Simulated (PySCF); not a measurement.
Molecule: `N#Cc1ccccc1`, C7H5N.

Geometry:
```csv
atom,x (Å),y (Å),z (Å)
N1,3.575,0.678,-0.019
C2,2.434,0.477,-0.032
C3,1.023,0.228,-0.048
C4,0.122,1.300,0.039
C5,-1.246,1.052,0.023
C6,-1.721,-0.255,-0.080
C7,-0.826,-1.322,-0.167
C8,0.545,-1.087,-0.152
H9,0.504,2.319,0.120
H10,-1.948,1.887,0.091
H11,-2.797,-0.445,-0.092
H12,-1.199,-2.345,-0.248
H13,1.253,-1.914,-0.220
```

Spin–spin couplings on one PBE0-D3(BJ)/def2-SVP geometry, PySCF 2.14, gas phase, non-relativistic, equivalent pairs averaged (spin–dipole term only in couplings to heteroatoms); isotopes $^{1}$H; functional B3LYP.

Reference values (Hz): $^{3}J$(H9,H10) = 7.8 (measured; solution (compiled); Pretsch, Buehlmann, Badertscher, Structure Determination of Organic Compounds, 4th ed., Springer 2009); $^{3}J$(H10,H11) = 7.7 (measured; solution (compiled); Pretsch, Buehlmann, Badertscher, Structure Determination of Organic Compounds, 4th ed., Springer 2009).

Question: How do the couplings (Hz) change with the basis set? Times are CPU seconds on shared hosts with different chips, so compare them loosely. Far from the basis limit: 6-31G-J, pcJ-0, 6-31G*, def2-TZVP, cc-pVTZ.

Answer: 
```tsv
basis set	functions	$^{3}J$(H9,H10)	$^{3}J$(H10,H11)	mean abs. error	core-s
6-31G-J	116	9.4	9.2	1.6	14
pcJ-0	119	7.6	7.4	0.2	14
6-31G*	122	7.4	7.2	0.4	13
pcJ-1	266	8.7	8.5	0.9	53
def2-TZVP	278	6.7	6.5	1.1	50
cc-pVTZ	310	7.0	6.7	0.9	52
```

Errors compare magnitudes, without vibrational corrections, and the largest couplings weigh most in the mean. Closest: pcJ-0; furthest: 6-31G-J.

The Fermi-contact term samples the wavefunction at the nucleus, which is why sets with added tight s functions (names with J) are made for couplings. Agreement of an ordinary basis with the reference is then largely a cancellation of errors.
